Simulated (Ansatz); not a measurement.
## Relaxing Ge2Pd

The calculation used Ansatz 0.2.0, DFT PBE, scalar-relativistic, plane waves, PAW. Cutoff 420 eV, Γ-centred k mesh, Gaussian smearing, no spin polarisation in the final step.

The start puts Ge2Pd on the cadmium chloride structure type (R-3m, No. 166), with Pd in place of Cd, Ge in place of Cl, at a guessed volume.

```yaml
crystal:
  lattice:
    - [1.70049, 0.98178, 5.13592]
    - [-1.70049, 0.98178, 5.13592]
    - [0.00000, -1.96356, 5.13592]
  atoms:
    - { symbol: Ge, position: [0.75000, 0.75000, 0.75000] }
    - { symbol: Ge, position: [0.25000, 0.25000, 0.25000] }
    - { symbol: Pd, position: [0.00000, 0.00000, 0.00000] }
```

Cell and atoms relax at zero pressure; the relaxation can't lower the symmetry of the start. After a coarse first stage the cell is made exact in the group found at 0.06 Å.

Formation energies are uncorrected and refer to the elements' standard structures at the same level.

Which crystal results?

It ends in Fm-3m (No. 225). The result has the fluorite structure. Conventional cell: a = 6.077 Å. Around Ge lie 4 Pd at 2.63 Å and 6 Ge at 3.04 Å; around Pd lie 8 Ge at 2.63 Å.

```
Ge Pd
1.0
     0.00000    3.03837    3.03837
     3.03837    0.00000    3.03837
     3.03837    3.03837    0.00000
Ge Pd
2 1
Cartesian
  4.5575 4.5575 4.5575
  1.5192 1.5192 1.5192
  0.0000 0.0000 0.0000
```

What are its volume, energy, density and gap?

The volume per atom is 18.70 Å³, the density is 7.45 g/cm³ and the energy over the elements is -0.21 eV/atom. The gap on the 12×12×12 mesh is 0 eV (a metal).

The final run used a 12×12×12 mesh on its 3-atom cell and 0.10 eV smearing. The k mesh leaves about 4 meV/atom of noise in metals. Symmetry constrained the relaxation, so the result can be a saddle point.

Cost: 3 runs of about 2.4 core-minutes in all, on Arm Neoverse V2 (shared hosts).